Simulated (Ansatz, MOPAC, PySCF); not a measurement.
Gas-phase reaction in SMILES: CCOC [methoxyethane] → C[O] (CH3O) + [CH2]C (C2H5) (the C-O bond breaks)

Wanted: bond dissociation energy (enthalpy at 298 K), in kcal/mol. Terms: LANL2DZ all-electron up to Ne; 6-31G* and kin with 6d, 5d where marked; non-relativistic; open shells spin-unrestricted; frozen cores in correlated levels; dispersion terms only where a functional's name holds one; PM7 with its own dispersion and hydrogen-bond terms; spin-orbit terms left out; 6-311+G** with 5d. CBS(X,Y): correlation extrapolated as X^-3; Hartree-Fock from the larger set. The bracket is a focal-point correction in the basis named. First-principles rows: single points at B3LYP-D3(BJ) geometries (Ansatz, a program for electronic structure), with unscaled harmonic terms from B3LYP/6-31G* at its own minima. Semi-empirical rows: MOPAC heats of formation at their own minima for 298 K.

Measured values: G2/97 table in ASE (Curtiss et al.); they hold spin-orbit and core effects, anharmonicity and other conformers. 

Value to compare with, the measured value: 84.7 kcal/mol.

```csv
level,program,bond dissociation energy (enthalpy at 298 K) (kcal/mol),error
AM1,MOPAC,65.0,-19.7
PM3,MOPAC,57.0,-27.7
PM7,MOPAC,65.2,-19.5
HF/6-311+G**,Ansatz,46.9,-37.8
PBE/6-311+G**,Ansatz,79.3,-5.4
BLYP/6-31G*,Ansatz,78.1,-6.6
BP86/6-31G* (5d),PySCF,81.8,-2.9
B3LYP/LANL2DZ,Ansatz,70.7,-14.0
B3LYP/6-31G,Ansatz,72.0,-12.7
B3LYP/6-31G*,Ansatz,79.0,-5.7
B3LYP/6-31G**,Ansatz,78.6,-6.1
M06-2X/6-31G* (5d),PySCF,88.6,3.9
MP2/LANL2DZ,Ansatz,73.5,-11.2
MP2/6-311+G**,Ansatz,89.4,4.7
PBE/def2-TZVPD,Ansatz,79.8,-4.9
B3LYP/def2-TZVPD,Ansatz,75.6,-9.1
"RI-MP2/CBS(cc-pVTZ,cc-pVQZ)+[CCSD(T)-MP2]/cc-pVTZ",Ansatz,86.9,2.2
```

Among the 14 habitual levels, HF/6-311+G** lies farthest from the measured value (-37.8 kcal/mol) and BP86/6-31G* (5d) nearest (-2.9); 2 of 14 lie above it, and their mean absolute error is 12.7 kcal/mol, the median 8.9. One case shows no general order.

The levels are drawn from those run, B3LYP/6-31G* more often than the rest, none by its result; runs whose electronic state is in doubt are left out.
